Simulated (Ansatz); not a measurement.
PH3⁺, doublet: the ladder up to full CI

Geometry: a PBE0/def2-TZVP stationary point for this spin, not checked as a minimum.

```xyz
4

P     0.0001    0.0000   -0.0329
H     1.3541    0.0145    0.3407
H    -0.6904    1.1668    0.3342
H    -0.6661   -1.1799    0.3374
```

Basis cc-pVDZ; Ansatz 0.2.0. Only valence electrons are correlated (noble-gas cores frozen), which leaves 7 electrons in 28 orbitals. R marks a restricted (for open shells ROHF) determinant, U an unrestricted one. Active spaces: valence = (7e, 7o) chosen from the atoms' valence shells.

Full CI is exact within this basis and frozen core; it isn't the basis-set limit. The frozen core follows each run's orbitals, which can shift R against U totals by a few meV.

For open shells CISD and CISDTQ are restricted-active-space CI with the open shells as a complete middle space.

The UHF ⟨S²⟩ is 0.757. The T1 diagnostic (RCCSD) is 0.0167. The largest doubles amplitude (RCCSD) is 0.040 and the T1 diagnostic (UCCSD) is 0.0106.

```
   level  E − E(RHF) (eV)
     UHF          -0.0676
    RMP2          -2.8970
    UMP2          -2.9033
   RCCSD          -3.6237
   UCCSD          -3.6251
RCCSD(T)          -3.6953
UCCSD(T)          -3.6956
```

(1) Estimate how far full CI in cc-pVDZ lies from RCCSD(T). The table doesn't fix it; the size of (T) and the diagnostics are the guide.

(1) Full CI in cc-pVDZ lies 0.44 kcal/mol below RCCSD(T), which is 27 % of the (T) step (-1.65 kcal/mol). The diagnostics give no warning, yet the rest is a sizeable part of (T).

The other levels:

| level | E − E(full CI) (kcal/mol) | share of correlation (%) | wall time |
| --- | --- | --- | --- |
| CISD | 5.14 | 94.00 | 0.39 s |
| BCCD(T) | 0.44 | 99.49 | 0.57 s |
| RCCSDT | 0.05 | 99.94 | – |
| UCCSDT | 0.04 | 99.95 | – |
| CISDTQ | 0.10 | 99.88 | 8 s (H100) |
| RCCSDT(Q) | 0.01 | 99.99 | 3.2 s |
| UCCSDT(Q) | 0.00 | 100.00 | 2.9 s |
| RCCSDTQ | 0.00 | 100.00 | 9 s (H100) |
| UCCSDTQ | -0.01 | 100.01 | 14 s (H100) |
| CASSCF (valence space) | 54.93 | 35.88 | – |
| NEVPT2 (valence space) | 15.30 | 82.14 | 1.2 s |
| MRCISD (valence space) | 2.42 | 97.17 | – |
| MRCISD+Q (valence space) | 0.25 | 99.70 | 1.5 s |
| MRCISD+Q(relaxed) (valence space) | -0.43 | 100.50 | 1.7 s |

The correlation energy at full CI, counted from RHF, is -3.715 eV. That run took 5.5 s on 2 threads of AMD EPYC 7R13 with a shared H100 80 GB, shared host over 33,540,030 determinants.

Times hold each run's SCF and search for its determinant on a shared host, so for small cases they say little of a method's own cost; rows without a card ran on 1 thread of AMD EPYC 7R13. Some runs computed forces too.

Not variational, and here over 5 meV under the exact energy: MRCISD+Q(relaxed) (valence space).

The full-CI state has the irrep A' of Cs, in the program's axes (one component, if the state is degenerate).

Natural occupations of full CI about the gap: 1.965 1.950 1.950 0.990 0.030 0.026 0.026 0.011 0.011 0.008; effectively unpaired electrons, Σ n²(2−n)², 1.03.
